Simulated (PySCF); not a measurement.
Gas-phase reaction: 2 H3SiN(CH3)2 + 2 CH3SiH3 ⇌ 2 H3SiNH2 + 5 CH4 + Si2C

Computed with PySCF and rigid-rotor harmonic-oscillator thermochemistry at 1 bar. S°(298 K) at PBE0/def2-TZVP differs from the NASA 1993 table for Si2C (+23 J/mol/K); whether the harmonic model or the table's entry is off was not settled. † marks an energy on the PBE0/def2-TZVP geometry and frequencies; other levels use their own. MP2 freezes the core. 6-31G* has spherical d functions here. All species are closed-shell singlets. B3LYP is the form with VWN-RPA correlation. H3SiNH2: computed as isolated molecules; such fragments, hydroxides, amides, oligomers or adducts are transient or little studied in the gas. MP2 isn't extrapolated to the basis-set limit; its ΔH°(298 K) is 235.7 kJ in def2-SVP and 201.6 kJ in def2-TZVPP. The harmonic model lacks anharmonicity and excited electronic states, which grow with temperature; levels with a mode under 35 cm⁻¹ are left out. Internal rotation in H3SiN(CH3)2, CH3SiH3, H3SiNH2 is treated as a harmonic vibration of one conformer, which makes the entropy rough. Warning, point group unlike the PBE0 one: Si2C (B3LYP/6-31G*).

```
level               ΔE electronic, kJ  ΔH°(298 K), kJ  ΔS°(298 K), J/K  ΔG°(2000 K), kJ
------------------  -----------------  --------------  ---------------  ---------------
B3LYP/6-31G*                      200             206              550             -815
MP2/def2-TZVPP†                   197             202              558             -829
PBE/def2-SVP                      258             264              562             -770
PBE/def2-TZVP†                    190             195              558             -836
PBE0/def2-QZVP†                   223             228              558             -802
r2SCAN/def2-TZVP†                 227             232              558             -798
LDA/def2-TZVP†                    336             341              558             -689
ωB97M-V/def2-TZVP†                214             219              558             -811
ωB97X-V/def2-TZVP†                280             285              558             -745
```
ΔH° is lowest at PBE/def2-TZVP† and highest at LDA/def2-TZVP†. No reference value is set beside these.
